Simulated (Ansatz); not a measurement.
A Ba4Ti4O11 cell: a crystal with O atoms taken out, relaxed.

```
Ba Ti O
1.0
     4.05731    4.00829   -3.99273
    -4.04608    3.99976    3.99535
     4.04025   -3.99705    3.98710
Ba Ti O
4 4 11
Cartesian
  -0.0033 3.9945 0.0354
  4.0416 -0.0007 0.0163
  -0.0064 0.0101 0.0306
  -0.0089 0.0124 4.0094
  2.1395 1.9496 2.0501
  1.9989 2.0698 -1.9366
  1.9988 5.9480 1.9888
  5.9609 2.0706 1.9886
  1.9944 2.0047 0.0349
  1.9786 2.0059 3.9730
  -1.9913 2.0039 4.0071
  2.0636 -1.9949 4.0559
  1.9971 4.0144 2.0205
  2.0605 4.0016 -1.9717
  1.9709 0.0591 2.0192
  -1.9697 3.9490 2.0223
  4.0615 -1.9933 2.0174
  4.0694 2.0091 -1.9732
  4.0481 2.0098 2.0189
```

All numbers below come from DFT r2SCAN, scalar-relativistic, plane waves, PAW in Ansatz 0.2.0.

Settings: cutoff 500 eV, Γ-centred mesh 6×6×6 on the computed 19-atom cell, Gaussian smearing of 0.10 eV; no spin polarisation.

Question: Describe its local order.

Answer: Counting as bonded all pairs within 1.2 times the summed covalent radii, but none from a metal cation to another cation:

```json
{"atom → neighbour": "Ba → O", "mean count": "11.00", "mean length (Å)": "2.84", "spread (Å)": "0.03"}
{"atom → neighbour": "O → Ba", "mean count": "4.00", "mean length (Å)": "2.84", "spread (Å)": "0.03"}
{"atom → neighbour": "O → Ti", "mean count": "2.00", "mean length (Å)": "2.00", "spread (Å)": "0.07"}
{"atom → neighbour": "Ti → O", "mean count": "5.50", "mean length (Å)": "2.00", "spread (Å)": "0.07"}
```

Angles between all pairs of such bonds at an atom (mean ± spread): 98 ± 36° at Ba, 108 ± 35° at O, 107 ± 33° at Ti.

Question: Does it have a gap?

Answer: It has no gap on the mesh. Levels at Γ next to the Fermi level (eV from it): -3.01, -2.84, -0.54, -0.20, -0.18, -0.10, 1.18, 1.20, 1.34, 1.46, 1.47, 1.66. It lies 3.27 eV/atom below the elements' standard states (static lattices, no corrections for gases).

Spin-orbit coupling is left out, which matters for the bands of heavy elements. Spin polarisation was left out, and a magnetic state may lie lower.

Cost: 2 runs of about 31 core-minutes in all (earlier runs that led there not counted), on Arm Neoverse V2 (shared hosts).